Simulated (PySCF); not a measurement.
PySCF input (BP86/6-31G* (5d)):

```python
from pyscf import gto, dft

mol = gto.M(
    atom='''
    O     0.06503772   -0.68601455    0.05727429
    C    -0.03288225    0.83440006    0.03073175
    C     1.42147281   -1.28712423   -0.01533926
    C    -1.48368758    1.21030101    0.00174931
    H     0.47728944    1.12131012    0.94601548
    H     0.52928146    1.15356487   -0.84533226
    H     1.27766083   -2.36044626    0.05765461
    H     1.89028205   -0.99298470   -0.95099819
    H     1.95495536   -0.90470467    0.84810251
    H    -1.97704985    0.87309367   -0.91220944
    H    -2.01557038    0.83306845    0.87432017
    H    -1.54411666    2.30045640    0.01467203
    H    -0.54245191   -1.08070251   -0.59326989
    ''',
    basis='6-31g*',
    charge=1,
    spin=0,
    verbose=4,
)

mf = dft.RKS(mol, xc='bp86')
mf.grids.level = 3
mf.conv_tol = 1e-9
mf.max_cycle = 100
mf.max_memory = 1500
mf.kernel()
if not mf.converged:
    mf = mf.newton()
    mf.kernel(mf.make_rdm1())
mf.dip_moment()
```

Problem. What final total energy does it give?

Solution. -194.64883 Eh.
